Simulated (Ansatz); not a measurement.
# CH₂Al (quartet): wB97M-V, B2PLYP over vertical spin and charge gaps, def2-QZVPP

Aim: run CH₂Al (quartet) with these functionals over vertical spin and charge gaps, and hold them against the top wave-function level at the same points.

The runs use Ansatz 0.2.0, Gaussian basis; def2-QZVPP, all electrons in the functionals, frozen cores in the correlation of double hybrids and RPA.

The runs, in order: wB97M-V, B2PLYP, at charge 0, quartet; charge 0, doublet; charge 0, sextet; charge 1, triplet; charge 1, quintet.

### Step 1. The system

The geometry is a PBE0/def2-TZVP stationary point (not a proven minimum).

4 atoms, charge 0, spin multiplicity 4.

Atoms are counted from 1 here; the program's logs count them from 0.

Bond lengths: Al1–C2 1.925 Å, Al1–H3 1.580 Å, Al1–H4 1.580 Å. Angles: C2–Al1–H3 117.7°, C2–Al1–H4 117.7°, H3–Al1–H4 124.6°.

As a file:

```xyz
4

Al    0.0000    0.0000    0.5276
C     0.0000    0.0000   -1.3972
H     0.0000    1.3990    1.2626
H     0.0000   -1.3990    1.2626
```

No dispersion term is added; wB97M-V holds VV10 nonlocal correlation.

The geometry shown and the zero of energy belong to the point charge 0, quartet. The yardstick, UCCSD(T), and other wave-function levels (R restricted, U unrestricted, valence and pair active spaces) come from earlier runs.

### Step 2. wB97M-V, charge 0, quartet

Contents of in.yaml:

```yaml
crystal:
  periodic: [false, false, false]
  atoms:
    - {symbol: Al, position_ang: [0.000000, 0.000000, 0.527635]}
    - {symbol: C, position_ang: [0.000000, 0.000000, -1.397228]}
    - {symbol: H, position_ang: [0.000000, 1.398998, 1.262610]}
    - {symbol: H, position_ang: [0.000000, -1.398998, 1.262610]}
basis:
  gaussian: {orbitals: "def2-QZVPP.json"}
magnetization: {spin_polarized: true, initial_magnetization: 3}
hamiltonian: {xc: {name: wB97M-V}}
output: {orbitals: {seedname: orbitals}}
```

Started as:

```
$ ansatz run in.yaml --threads 2 --pin off --events-out ev --progress --plain --max-ram 24576MiB --backend cuda --devices 0, --max-vram 18GiB
```

Output, cut to the lines that bear on the results:

```text
Functional definition: wB97M-V
  name "wB97M-V"
  cite "Mardirossian & Head-Gordon, J. Chem. Phys. 144, 214110 (2016) doi:10.1063/1.4952647"
  cite "Becke, J. Chem. Phys. 107, 8554 (1997) doi:10.1063/1.475007"
  cite "Vydrov & Van Voorhis, J. Chem. Phys. 133, 244103 (2010) doi:10.1063/1.3521275"
  # Of w^i u^j: cxij and so on, Table III.
[...]
  gx(w, u) = 1 - cx + cx01*u + cx10*w
  gss(w, u) = css00 + css04*u^4 + css10*w + css20*w^2 + css43*w^4*u^3
  gos(w, u) = cos00 + cos10*w + (cos20 + cos21*u)*w^2 + (cos60 + cos61*u)*w^6
[...]
      + integral(e_c_pw_mod_opposite_spin*gos(b97_w_opposite, b97_u_opposite)) + vv10(b, c)
657 factors; their error is unknown
181 factors; integrals over basis functions are off by at most 2.5e-5 eV
[...]
mean field -7660.32063162 eV, -281.5115908601 hartree, gradient 2.5e-5 eV, S^2 3.752597; 0 other end points of the search recorded, 0 dependent functions left out
reference -7660.32068685 eV, -281.5115928899 hartree; 12, 9 occupied and 175, 178 virtual orbitals, 657 factors
Total energy: -7660.32068685 eV, -281.5115928899 hartree
```

Run time: 9.5 s. Hardware: 1 × H100 (card shared with other runs) with 2 threads of AMD EPYC 7R13, shared host; peak host memory 0.89 GiB.

From the report: ⟨S²⟩ of the determinant 3.753 (pure quartet: 3.75).

### Step 3. wB97M-V, charge 0, doublet

Edit in.yaml of step 2 so:

```diff
@@ -9,3 +9,3 @@
   gaussian: {orbitals: "def2-QZVPP.json"}
-magnetization: {spin_polarized: true, initial_magnetization: 3}
+magnetization: {spin_polarized: true, initial_magnetization: 1}
 hamiltonian: {xc: {name: wB97M-V}}
```

Same command.

Output, cut to the lines that bear on the results:

```text
Functional definition: wB97M-V
  name "wB97M-V"
  cite "Mardirossian & Head-Gordon, J. Chem. Phys. 144, 214110 (2016) doi:10.1063/1.4952647"
  cite "Becke, J. Chem. Phys. 107, 8554 (1997) doi:10.1063/1.475007"
  cite "Vydrov & Van Voorhis, J. Chem. Phys. 133, 244103 (2010) doi:10.1063/1.3521275"
  # Of w^i u^j: cxij and so on, Table III.
[...]
  gx(w, u) = 1 - cx + cx01*u + cx10*w
  gss(w, u) = css00 + css04*u^4 + css10*w + css20*w^2 + css43*w^4*u^3
  gos(w, u) = cos00 + cos10*w + (cos20 + cos21*u)*w^2 + (cos60 + cos61*u)*w^6
[...]
      + integral(e_c_pw_mod_opposite_spin*gos(b97_w_opposite, b97_u_opposite)) + vv10(b, c)
657 factors; their error is unknown
181 factors; integrals over basis functions are off by at most 2.5e-5 eV
[...]
mean field -7659.74661148 eV, -281.4904960090 hartree, gradient 4.2e-6 eV, S^2 1.199891; 10 other end points of the search recorded, 0 dependent functions left out
reference -7659.74666716 eV, -281.4904980553 hartree; 11, 10 occupied and 176, 177 virtual orbitals, 657 factors
Total energy: -7659.74666716 eV, -281.4904980553 hartree
```

It took 11 s on 1 × H100 (card shared with other runs) with 2 threads of AMD EPYC 7R13, shared host; peak host memory 0.9 GiB.

From the report: ⟨S²⟩ of the determinant 1.200 (pure doublet: 0.75).

From charge 0, quartet: +13.2 kcal/mol.

### Step 4. wB97M-V, charge 0, sextet

Edit in.yaml of step 3 so:

```diff
@@ -9,3 +9,3 @@
   gaussian: {orbitals: "def2-QZVPP.json"}
-magnetization: {spin_polarized: true, initial_magnetization: 1}
+magnetization: {spin_polarized: true, initial_magnetization: 5}
 hamiltonian: {xc: {name: wB97M-V}}
```

The command is unchanged.

Output, cut to the lines that bear on the results:

```text
Functional definition: wB97M-V
  name "wB97M-V"
  cite "Mardirossian & Head-Gordon, J. Chem. Phys. 144, 214110 (2016) doi:10.1063/1.4952647"
  cite "Becke, J. Chem. Phys. 107, 8554 (1997) doi:10.1063/1.475007"
  cite "Vydrov & Van Voorhis, J. Chem. Phys. 133, 244103 (2010) doi:10.1063/1.3521275"
  # Of w^i u^j: cxij and so on, Table III.
[...]
  gx(w, u) = 1 - cx + cx01*u + cx10*w
  gss(w, u) = css00 + css04*u^4 + css10*w + css20*w^2 + css43*w^4*u^3
  gos(w, u) = cos00 + cos10*w + (cos20 + cos21*u)*w^2 + (cos60 + cos61*u)*w^6
[...]
      + integral(e_c_pw_mod_opposite_spin*gos(b97_w_opposite, b97_u_opposite)) + vv10(b, c)
657 factors; their error is unknown
181 factors; integrals over basis functions are off by at most 2.5e-5 eV
[...]
mean field -7654.31740006 eV, -281.2909761694 hartree, gradient 5.5e-5 eV, S^2 8.763766; 1 other end points of the search recorded, 0 dependent functions left out
reference -7654.31745234 eV, -281.2909780909 hartree; 13, 8 occupied and 174, 179 virtual orbitals, 657 factors
Total energy: -7654.31745234 eV, -281.2909780909 hartree
```

Wall time 13 s (1 × H100 (card shared with other runs) with 2 threads of AMD EPYC 7R13, shared host); peak host memory 0.89 GiB.

From the report: ⟨S²⟩ of the determinant 8.764 (pure sextet: 8.75).

From charge 0, quartet: +138.4 kcal/mol.

### Step 5. wB97M-V, charge 1, triplet

Edit in.yaml of step 4 so:

```diff
@@ -9,3 +9,4 @@
   gaussian: {orbitals: "def2-QZVPP.json"}
-magnetization: {spin_polarized: true, initial_magnetization: 5}
+total_charge: 1
+magnetization: {spin_polarized: true, initial_magnetization: 2}
 hamiltonian: {xc: {name: wB97M-V}}
```

Launched as before.

Output, cut to the lines that bear on the results:

```text
Functional definition: wB97M-V
  name "wB97M-V"
  cite "Mardirossian & Head-Gordon, J. Chem. Phys. 144, 214110 (2016) doi:10.1063/1.4952647"
  cite "Becke, J. Chem. Phys. 107, 8554 (1997) doi:10.1063/1.475007"
  cite "Vydrov & Van Voorhis, J. Chem. Phys. 133, 244103 (2010) doi:10.1063/1.3521275"
  # Of w^i u^j: cxij and so on, Table III.
[...]
  gx(w, u) = 1 - cx + cx01*u + cx10*w
  gss(w, u) = css00 + css04*u^4 + css10*w + css20*w^2 + css43*w^4*u^3
  gos(w, u) = cos00 + cos10*w + (cos20 + cos21*u)*w^2 + (cos60 + cos61*u)*w^6
[...]
      + integral(e_c_pw_mod_opposite_spin*gos(b97_w_opposite, b97_u_opposite)) + vv10(b, c)
657 factors; their error is unknown
181 factors; integrals over basis functions are off by at most 2.5e-5 eV
[...]
mean field -7650.56122357 eV, -281.1529392297 hartree, gradient 2.5e-5 eV, S^2 2.028845; 5 other end points of the search recorded, 0 dependent functions left out
reference -7650.56127716 eV, -281.1529411988 hartree; 11, 9 occupied and 176, 178 virtual orbitals, 657 factors
Total energy: -7650.56127716 eV, -281.1529411988 hartree
```

Wall time 8 s (1 × H100 (card shared with other runs) with 2 threads of AMD EPYC 7R13, shared host); peak host memory 0.89 GiB.

From the report: ⟨S²⟩ of the determinant 2.029 (pure triplet: 2.00).

From charge 0, quartet: +225.1 kcal/mol.

### Step 6. wB97M-V, charge 1, quintet

Edit in.yaml of step 5 so:

```diff
@@ -10,3 +10,3 @@
 total_charge: 1
-magnetization: {spin_polarized: true, initial_magnetization: 2}
+magnetization: {spin_polarized: true, initial_magnetization: 4}
 hamiltonian: {xc: {name: wB97M-V}}
```

The command is unchanged.

Output, cut to the lines that bear on the results:

```text
Functional definition: wB97M-V
  name "wB97M-V"
  cite "Mardirossian & Head-Gordon, J. Chem. Phys. 144, 214110 (2016) doi:10.1063/1.4952647"
  cite "Becke, J. Chem. Phys. 107, 8554 (1997) doi:10.1063/1.475007"
  cite "Vydrov & Van Voorhis, J. Chem. Phys. 133, 244103 (2010) doi:10.1063/1.3521275"
  # Of w^i u^j: cxij and so on, Table III.
[...]
  gx(w, u) = 1 - cx + cx01*u + cx10*w
  gss(w, u) = css00 + css04*u^4 + css10*w + css20*w^2 + css43*w^4*u^3
  gos(w, u) = cos00 + cos10*w + (cos20 + cos21*u)*w^2 + (cos60 + cos61*u)*w^6
[...]
      + integral(e_c_pw_mod_opposite_spin*gos(b97_w_opposite, b97_u_opposite)) + vv10(b, c)
657 factors; their error is unknown
181 factors; integrals over basis functions are off by at most 2.5e-5 eV
[...]
mean field -7648.75432690 eV, -281.0865370017 hartree, gradient 8.3e-5 eV, S^2 6.021718; 0 other end points of the search recorded, 0 dependent functions left out
reference -7648.75437427 eV, -281.0865387424 hartree; 12, 8 occupied and 175, 179 virtual orbitals, 657 factors
Total energy: -7648.75437427 eV, -281.0865387424 hartree
```

Run time: 6.5 s. Hardware: 1 × H100 (card shared with other runs) with 2 threads of AMD EPYC 7R13, shared host; peak host memory 0.89 GiB.

From the report: ⟨S²⟩ of the determinant 6.022 (pure quintet: 6.00).

From charge 0, quartet: +266.7 kcal/mol.

### Step 7. B2PLYP, charge 0, quartet

Edit in.yaml of step 6 so:

```diff
@@ -9,5 +9,4 @@
   gaussian: {orbitals: "def2-QZVPP.json"}
-total_charge: 1
-magnetization: {spin_polarized: true, initial_magnetization: 4}
-hamiltonian: {xc: {name: wB97M-V}}
-output: {orbitals: {seedname: orbitals}}
+magnetization: {spin_polarized: true, initial_magnetization: 3}
+hamiltonian: {xc: {name: B2PLYP}}
+correlation: {electrons: outside_noble_gas}
```

Same command.

Output, cut to the lines that bear on the results:

```text
Functional definition: B2PLYP
  name "B2PLYP"
  cite "Grimme, J. Chem. Phys. 124, 034108 (2006) doi:10.1063/1.2148954"
  cite "Becke, Phys. Rev. A 38, 3098 (1988) doi:10.1103/PhysRevA.38.3098"
  cite "Lee, Yang & Parr, Phys. Rev. B 37, 785 (1988) doi:10.1103/PhysRevB.37.785"
[...]
1092 factors; integrals over basis functions are off by at most 7.9e-4 eV
[...]
mean field -7655.74017768 eV, -281.3432622827 hartree, gradient 9.3e-6 eV, S^2 3.753954; 0 other end points of the search recorded, 0 dependent functions left out
6 core orbitals not correlated: weight in the atoms' cores, before any rotation towards them, 1.000 or more for the frozen orbitals, at most 0.000 for the correlated occupied ones
reference -7655.74033145 eV, -281.3432679337 hartree; 6, 3 occupied and 175, 178 virtual orbitals, 1092 factors
second order -5.60844428 eV of doubles, -0.00000000 eV of singles
Total energy: -7657.25461141 eV, -281.3989166956 hartree
```

Wall time 8 s (1 × H100 (card shared with other runs) with 2 threads of AMD EPYC 7R13, shared host); peak host memory 0.95 GiB.

From the report: ⟨S²⟩ of the determinant 3.754 (pure quartet: 3.75).

### Step 8. B2PLYP, charge 0, doublet

Edit in.yaml of step 7 so:

```diff
@@ -9,3 +9,3 @@
   gaussian: {orbitals: "def2-QZVPP.json"}
-magnetization: {spin_polarized: true, initial_magnetization: 3}
+magnetization: {spin_polarized: true, initial_magnetization: 1}
 hamiltonian: {xc: {name: B2PLYP}}
```

Launched as before.

Output, cut to the lines that bear on the results:

```text
Functional definition: B2PLYP
  name "B2PLYP"
  cite "Grimme, J. Chem. Phys. 124, 034108 (2006) doi:10.1063/1.2148954"
  cite "Becke, Phys. Rev. A 38, 3098 (1988) doi:10.1103/PhysRevA.38.3098"
  cite "Lee, Yang & Parr, Phys. Rev. B 37, 785 (1988) doi:10.1103/PhysRevB.37.785"
[...]
1092 factors; integrals over basis functions are off by at most 7.9e-4 eV
[...]
mean field -7655.29287507 eV, -281.3268242151 hartree, gradient 6.9e-6 eV, S^2 1.513328; 10 other end points of the search recorded, 0 dependent functions left out
6 core orbitals not correlated: weight in the atoms' cores, before any rotation towards them, 1.000 or more for the frozen orbitals, at most 0.000 for the correlated occupied ones
reference -7655.29302907 eV, -281.3268298742 hartree; 5, 4 occupied and 176, 177 virtual orbitals, 1092 factors
second order -5.70667982 eV of doubles, -0.00000000 eV of singles
Total energy: -7656.83383262 eV, -281.3834533604 hartree
```

Run time: 8 s. Hardware: 1 × H100 (card shared with other runs) with 2 threads of AMD EPYC 7R13, shared host; peak host memory 0.95 GiB.

From the report: ⟨S²⟩ of the determinant 1.513 (pure doublet: 0.75). The determinant is far from a pure spin state, so its energy mixes those of several spin states (harmless only where they are near-degenerate, as at dissociation).

From charge 0, quartet: +9.7 kcal/mol.

### Step 9. B2PLYP, charge 0, sextet

Edit in.yaml of step 8 so:

```diff
@@ -9,3 +9,3 @@
   gaussian: {orbitals: "def2-QZVPP.json"}
-magnetization: {spin_polarized: true, initial_magnetization: 1}
+magnetization: {spin_polarized: true, initial_magnetization: 5}
 hamiltonian: {xc: {name: B2PLYP}}
```

Launched as before.

Output, cut to the lines that bear on the results:

```text
Functional definition: B2PLYP
  name "B2PLYP"
  cite "Grimme, J. Chem. Phys. 124, 034108 (2006) doi:10.1063/1.2148954"
  cite "Becke, Phys. Rev. A 38, 3098 (1988) doi:10.1103/PhysRevA.38.3098"
  cite "Lee, Yang & Parr, Phys. Rev. B 37, 785 (1988) doi:10.1103/PhysRevB.37.785"
[...]
1092 factors; integrals over basis functions are off by at most 7.9e-4 eV
[...]
mean field -7649.89880290 eV, -281.1285957188 hartree, gradient 2.5e-6 eV, S^2 8.773433; 4 other end points of the search recorded, 0 dependent functions left out
6 core orbitals not correlated: weight in the atoms' cores, before any rotation towards them, 1.000 or more for the frozen orbitals, at most 0.000 for the correlated occupied ones
reference -7649.89895694 eV, -281.1286013796 hartree; 7, 2 occupied and 174, 179 virtual orbitals, 1092 factors
second order -5.50104776 eV of doubles, -0.00000000 eV of singles
Total energy: -7651.38423983 eV, -281.1831845193 hartree
```

Wall time 11 s (1 × H100 (card shared with other runs) with 2 threads of AMD EPYC 7R13, shared host); peak host memory 0.95 GiB.

From the report: ⟨S²⟩ of the determinant 8.773 (pure sextet: 8.75).

From charge 0, quartet: +135.4 kcal/mol.

### Step 10. B2PLYP, charge 1, triplet

Edit in.yaml of step 9 so:

```diff
@@ -9,3 +9,4 @@
   gaussian: {orbitals: "def2-QZVPP.json"}
-magnetization: {spin_polarized: true, initial_magnetization: 5}
+total_charge: 1
+magnetization: {spin_polarized: true, initial_magnetization: 2}
 hamiltonian: {xc: {name: B2PLYP}}
```

Same command.

Output, cut to the lines that bear on the results:

```text
Functional definition: B2PLYP
  name "B2PLYP"
  cite "Grimme, J. Chem. Phys. 124, 034108 (2006) doi:10.1063/1.2148954"
  cite "Becke, Phys. Rev. A 38, 3098 (1988) doi:10.1103/PhysRevA.38.3098"
  cite "Lee, Yang & Parr, Phys. Rev. B 37, 785 (1988) doi:10.1103/PhysRevB.37.785"
[...]
1092 factors; integrals over basis functions are off by at most 7.9e-4 eV
[...]
mean field -7646.20082565 eV, -280.9926975617 hartree, gradient 4.0e-6 eV, S^2 2.008763; 6 other end points of the search recorded, 0 dependent functions left out
6 core orbitals not correlated: weight in the atoms' cores, before any rotation towards them, 1.000 or more for the frozen orbitals, at most 0.000 for the correlated occupied ones
reference -7646.20097259 eV, -280.9927029615 hartree; 5, 3 occupied and 176, 178 virtual orbitals, 1092 factors
second order -5.07898154 eV of doubles, -0.00000000 eV of singles
Total energy: -7647.57229761 eV, -281.0430982263 hartree
```

It took 5.5 s on 1 × H100 (card shared with other runs) with 2 threads of AMD EPYC 7R13, shared host; peak host memory 0.94 GiB.

From the report: ⟨S²⟩ of the determinant 2.009 (pure triplet: 2.00).

From charge 0, quartet: +223.3 kcal/mol.

### Step 11. B2PLYP, charge 1, quintet

Edit in.yaml of step 10 so:

```diff
@@ -10,3 +10,3 @@
 total_charge: 1
-magnetization: {spin_polarized: true, initial_magnetization: 2}
+magnetization: {spin_polarized: true, initial_magnetization: 4}
 hamiltonian: {xc: {name: B2PLYP}}
```

The command is unchanged.

Output, cut to the lines that bear on the results:

```text
Functional definition: B2PLYP
  name "B2PLYP"
  cite "Grimme, J. Chem. Phys. 124, 034108 (2006) doi:10.1063/1.2148954"
  cite "Becke, Phys. Rev. A 38, 3098 (1988) doi:10.1103/PhysRevA.38.3098"
  cite "Lee, Yang & Parr, Phys. Rev. B 37, 785 (1988) doi:10.1103/PhysRevB.37.785"
[...]
1092 factors; integrals over basis functions are off by at most 7.9e-4 eV
[...]
mean field -7644.50830361 eV, -280.9304985239 hartree, gradient 5.8e-6 eV, S^2 6.041472; 0 other end points of the search recorded, 0 dependent functions left out
6 core orbitals not correlated: weight in the atoms' cores, before any rotation towards them, 1.000 or more for the frozen orbitals, at most 0.000 for the correlated occupied ones
reference -7644.50844345 eV, -280.9305036630 hartree; 6, 2 occupied and 175, 179 virtual orbitals, 1092 factors
second order -4.74870798 eV of doubles, -0.00000000 eV of singles
Total energy: -7645.79059461 eV, -280.9776218488 hartree
```

Run time: 8 s. Hardware: 1 × H100 (card shared with other runs) with 2 threads of AMD EPYC 7R13, shared host; peak host memory 0.95 GiB.

From the report: ⟨S²⟩ of the determinant 6.041 (pure quintet: 6.00).

From charge 0, quartet: +264.4 kcal/mol.

### Step 12. Against the wave-function levels

No level is safe as a reference over these points; UCCSD(T) serves as a yardstick only. It comes from earlier runs at the same points. Energies in kcal/mol, counted from charge 0, quartet; blanks weren't run or aren't comparable.

```
   level  quartet to doublet  quartet to sextet  ionisation to the triplet cation  ionisation to the quintet cation
UCCSD(T)                11.8              135.3                             227.1                             268.5
 wB97M-V                13.2              138.4                             225.1                             266.7
  B2PLYP                 9.7              135.4                             223.3                             264.4
```

Largest miss and mean time a point (UCCSD(T) took 19 s a point; shared hosts):

```
  level  largest miss (kcal/mol)                             where  time a point
wB97M-V                     +3.1                 quartet to sextet         9.5 s
 B2PLYP                     -4.1  ionisation to the quintet cation         8.1 s
```

### Step 13. Summary of results

| quantity | value |
| --- | --- |
| quartet to doublet, UCCSD(T) | 11.8 kcal/mol |
| quartet to sextet, UCCSD(T) | 135.3 kcal/mol |
| ionisation to the triplet cation, UCCSD(T) | 227.1 kcal/mol |
| ionisation to the quintet cation, UCCSD(T) | 268.5 kcal/mol |
| largest miss, wB97M-V | +3.1 kcal/mol (quartet to sextet) |
| largest miss, B2PLYP | -4.1 kcal/mol (ionisation to the quintet cation) |

**Reading.** Of the functionals, wB97M-V keep the smallest largest miss at the points compared (at most 3.1 kcal/mol) and B2PLYP strays most (4.1 kcal/mol, at ionisation to the quintet cation). wB97M-V, B2PLYP clearly break the spin symmetry at some points (⟨S²⟩ up to 0.76 above the pure value), so energy there is bought with a mixed spin. Functionals and the yardstick converge differently with the basis, so part of each miss in def2-QZVPP is the basis. The yardstick itself may be off where one determinant is a poor start. The program flags that the yardstick's amplitudes may have other solutions at some points.
